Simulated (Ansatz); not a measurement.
## Molecular dynamics of C3H5F2N

Input:

```yaml
crystal:
  periodic: [false, false, false]
  atoms:
    - { symbol: C, position_ang: [1.385714, -0.202862, 1.37282] }
    - { symbol: "N", position_ang: [0.124632, 0.113222, 1.218818] }
    - { symbol: C, position_ang: [-0.165601, 0.596873, -0.257522] }
    - { symbol: C, position_ang: [-1.178892, -0.432745, -0.904756] }
    - { symbol: F, position_ang: [1.001159, 0.702019, -1.028029] }
    - { symbol: F, position_ang: [-0.729124, 1.872571, -0.15168] }
    - { symbol: H, position_ang: [2.144357, -0.131408, 0.566951] }
    - { symbol: H, position_ang: [1.727431, -0.555724, 2.36144] }
    - { symbol: H, position_ang: [-2.068064, -0.515298, -0.262924] }
    - { symbol: H, position_ang: [-1.4771, -0.084405, -1.90549] }
    - { symbol: H, position_ang: [-0.699114, -1.419242, -0.98893] }
magnetization:
  spin_polarized: true
basis:
  gaussian: { orbitals: STO-3G }
hamiltonian:
  xc: b3lyp
  dispersion: d4
md:
  timestep: 2.5
  n_steps: 40
  ensemble: nve
  temperature: 1500.0
  initial_velocities: maxwell_boltzmann
  seed: 69767
```

Launched with:

```bash
$ ansatz run input.yaml --threads 1 --pin off --max-ram 2048MiB --backend cpu --events-out ev --progress --plain --runs-dir out
```

It starts from a relaxed structure.

Output, in part (step lines, the closing report, with atoms numbered from 0):

```
md step     0: t =     0.00 fs  T =  1500.0 K  F+E_penalty+E_count = -9978.04353365 eV  E_kin = 1.745010 eV  conserved = -9976.29852366 eV  (27 SCF iters)
[... lines left out ...]
Total energy: -9961.03419471 eV, -366.0612548241 hartree
Atom 0 at     1.156173    -0.007434     1.956422 Å, force     1.008574    -1.904564     1.217391 eV/Å
Atom 1 at    -0.007308     0.526337     1.549930 Å, force     1.522498    -0.191307    -0.299627 eV/Å
Atom 2 at     0.092421     0.952610     0.216400 Å, force     0.173681    -1.421836    -2.311111 eV/Å
Atom 3 at    -1.194909    -0.598534     5.123431 Å, force    -1.668234     2.606128    -0.849995 eV/Å
Atom 4 at     0.798348     0.457967    -0.963268 Å, force    -1.191809     1.204028     2.936689 eV/Å
Atom 5 at    -0.378012     2.198529     0.154387 Å, force    -0.801618     1.883844    -1.689763 eV/Å
Atom 6 at     2.050905    -0.278069     1.296941 Å, force    -1.093555     0.492444     0.823283 eV/Å
Atom 7 at     1.157075    -0.332912     3.026164 Å, force     0.358242    -0.077638    -0.631375 eV/Å
Atom 8 at    -1.900805     0.480919     4.792502 Å, force     1.692223    -2.591104     0.804510 eV/Å
Atom 9 at   -55.485877    23.045269   -63.225986 Å, force    -0.000001     0.000003     0.000000 eV/Å
Atom 10 at    52.695992   -37.497607   -42.139895 Å, force    -0.000001     0.000003    -0.000002 eV/Å
Dipole moment:     0.160429     0.063914    -0.183647 e Å
```

The steps, from the saved trajectory:

```
time (fs)   T (K)  potential energy less start (eV)  conserved less start (meV/atom)
      0.0    1500                             0.000                             0.00
      2.5    1142                             1.014                            54.38
      5.0    1061                             1.294                            71.21
      7.5     840                             2.036                           115.23
     10.0     941                             1.895                           113.15
     12.5     867                             1.785                            95.29
     15.0     890                             1.534                            75.02
     17.5    1149                             1.638                           111.71
     20.0    1271                             2.865                           236.21
     22.5     966                             3.400                           252.63
     25.0    1719                             2.294                           231.67
     27.5   10262                             7.909                          1645.62
     30.0   68601                            14.337                          8399.86
     32.5  124396                            13.139                         14191.77
     35.0  123657                            14.285                         14217.72
     37.5  124062                            13.679                         14187.88
     40.0  124307                            13.446                         14192.60
     42.5  123928                            13.941                         14197.59
     45.0  123174                            14.845                         14200.00
     47.5  122865                            15.183                         14198.03
     50.0  122072                            16.225                         14208.89
     52.5  121936                            16.147                         14187.42
     55.0  121587                            16.611                         14192.69
     57.5  121746                            16.371                         14187.73
     60.0  121832                            16.294                         14189.77
     62.5  121599                            16.438                         14178.19
     65.0  121099                            17.122                         14188.22
     67.5  120976                            17.248                         14186.67
     70.0  121145                            16.989                         14180.92
     72.5  121071                            17.251                         14196.98
     75.0  121102                            17.144                         14190.50
     77.5  120897                            17.432                         14195.07
     80.0  121134                            17.109                         14190.69
     82.5  121106                            17.231                         14198.80
     85.0  121290                            16.774                         14176.72
     87.5  121138                            17.052                         14185.95
     90.0  121142                            17.024                         14183.82
     92.5  121146                            16.996                         14181.68
     95.0  121227                            16.865                         14178.32
     97.5  121218                            16.964                         14186.40
    100.0  121168                            17.010                         14185.28
```

The run went to its last step. The conserved energy changed by up to 14000 meV per atom, so the integration failed: the time step of 2.5 fs is too long for the fastest motions that this run met, and the later frames carry no physical meaning.

Parted: C3–C4 1.58 → 5.30 Å, C4–H10 1.10 → 90.43 Å, C4–H11 1.10 → 80.62 Å. It ends as C2H2F2N + CH + H + H. Pairs count as bonded within 1.25 times the sum of covalent radii (0.12 Å more for H–H).

Last frame:

```xyz
11
Properties=species:S:1:pos:R:3
C 1.156 -0.007 1.956
N -0.007 0.526 1.550
C 0.092 0.953 0.216
C -1.195 -0.599 5.123
F 0.798 0.458 -0.963
F -0.378 2.199 0.154
H 2.051 -0.278 1.297
H 1.157 -0.333 3.026
H -1.901 0.481 4.793
H -55.486 23.045 -63.226
H 52.696 -37.498 -42.140
```

Run time: 4.2 min on 1 thread of Arm Neoverse V2, on a shared host, peak memory 0.14 GiB.
